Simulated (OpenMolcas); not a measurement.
# How basis sets differ on AlH3Cl− (SMILES [AlH3-][Cl])

AlH3Cl− has 5 atoms, charge -1, and is taken as a singlet. As SMILES, `[AlH3-][Cl]`. Geometry: a GFN2-xTB relaxation, a rough one for these elements and not checked as a minimum.

Quantity: the HOMO–LUMO gap, in eV. The values are calculated.

| level | kind | program | value (eV) |
| --- | --- | --- | --- |
| HF/ANO-R0 (sfX2C) | Hartree–Fock | OpenMolcas | 14.73 |
| HF/STO-3G | Hartree–Fock | OpenMolcas | 22.32 |
| HF/3-21G | Hartree–Fock | OpenMolcas | 13.67 |
| HF/ANO-S-VDZ | Hartree–Fock | OpenMolcas | 11.38 |
| HF/6-31G* (Cartesian functions) | Hartree–Fock | OpenMolcas | 13.29 |
| HF/def2-SVP | Hartree–Fock | OpenMolcas | 14.23 |
| HF/pcseg-1 | Hartree–Fock | OpenMolcas | 12.74 |
| HF/cc-pV(D+d)Z | Hartree–Fock | OpenMolcas | 13.62 |
| HF/def2-TZVP | Hartree–Fock | OpenMolcas | 13.44 |

Sets without diffuse functions describe the anion poorly. The values span 11.38 to 22.32 eV. A Hartree–Fock LUMO above zero doesn't converge with the basis: it sinks as sets grow more diffuse. Orbital gaps aren't excitation energies.
